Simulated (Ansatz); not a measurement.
AlCl₃, SMILES [Cl][Al]([Cl])[Cl].

Geometry: B3LYP-D3(BJ)/def2-SVP. The isomer is the one that the SMILES or the coordinates give; other isomers of the formula were not compared.

Two levels are set side by side: PBE/def2-SVPD (Ansatz, a first-principles code) and ωB97X-V/def2-SVPD (Ansatz). Energy differences of separate SCF runs at the same geometry; the states with an electron removed or added have multiplicity 2 and 2. Differences are taken from unrounded values.

| quantity | ωB97X-V |
|---|---|
| vertical ionisation energy (eV) | 12.11 |
| vertical singlet–triplet gap (eV) | 7.11 |

Question: What does PBE give, and how far is it from ωB97X-V? (The exact figures need the calculation; the answer reports its results.)

Answer: 
```
quantity                             PBE  PBE minus ωB97X-V
---------------------------------  -----  -----------------
vertical ionisation energy (eV)    10.96              -1.15
vertical singlet–triplet gap (eV)   5.58              -1.53
```
